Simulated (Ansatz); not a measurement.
Species: C$_{4}$H$_{5}$, net charge -1, singlet state. It need not be the lowest isomer of its formula. Whether it binds its extra electron was not tested at this geometry. 
Structure (B3LYP-D3(BJ)/def2-TZVP (Ansatz, an electronic-structure program) minimum search):
```xyz
9

C      0.0008    -0.0218     0.4132
C     -0.0002    -0.7857    -0.8521
C     -0.0029     0.7588    -0.8633
C      0.0034    -0.0981     1.7449
H     -0.9082    -1.2878    -1.1915
H      0.9081    -1.2847    -1.1949
H      0.9040     1.2568    -1.2109
H     -0.9127     1.2537    -1.2075
H      0.0024     0.9424     2.1482
```
Charge -1, spin multiplicity 1.

Basis-set convergence of Hartree-Fock and CCSD(T) correlation energies (hartree) with Ansatz. Correlated levels leave the core frozen unless marked. Spin-orbit coupling is left out. No relativistic terms. This anion needs diffuse functions, which these sets lack.

```tsv
basis	functions	E(HF)	E(corr, CCSD(T))	rough core time
cc-pVDZ	-	-154.22039	-0.60849	under 20 s
cc-pVTZ	190	?	?	50 s
```

**Question.** Complete the blanks.

**Answer.** 
- cc-pVTZ, E(HF): -154.26705
- cc-pVTZ, E(corr, CCSD(T)): -0.73070
